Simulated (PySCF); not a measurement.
## Vibration and rotation of NaAl⁺

UHF-CCSD(T) constants of NaAl⁺, ²Σ⁺ (doublet), unpaired electrons σ ↑ (Na def2-SVPD, Al def2-SVPD; no relativity (PySCF 2.14); masses 22.9898 and 26.9815 u):

| Item | Value |
| --- | --- |
| ωe | 127.9 cm⁻¹ |
| ωexe | 0.584 cm⁻¹ |
| Be | 0.11263 cm⁻¹ |
| αe | 0.000942 cm⁻¹ |
| De to Na⁺ + Al | 0.79 eV |

(1) What force constant and bond length do these constants imply?

(2) Estimate the centrifugal constant D from the Kratzer relation and find the Dunham coefficient a1.

Correlated steps freeze 6 core orbitals. Correlated levels converge slowly with the basis: in double zeta they bind strong bonds too weakly, by up to about 1 eV, and carry superposition errors of some tenths. For an ion De counts to the pair picked by the measured ionisation energies or electron affinities, which need not be the lowest pair at this level. The state is the lowest determinant that a PBE0 search found; another state may lie lower at other levels.

Results:

(1) Reduced mass μred = 12.413 u; k = 5.8918×10⁻⁷·μred·ωe² (u, cm⁻¹, mdyn/Å) = 0.120 mdyn/Å; Re = √(16.8576/(μred·Be)) (u, cm⁻¹, Å) = 3.472 Å.

(2) D = 4Be³/ωe² = 3.49e-07 cm⁻¹; a1 = −1 − αeωe/(6Be²) = -2.58.
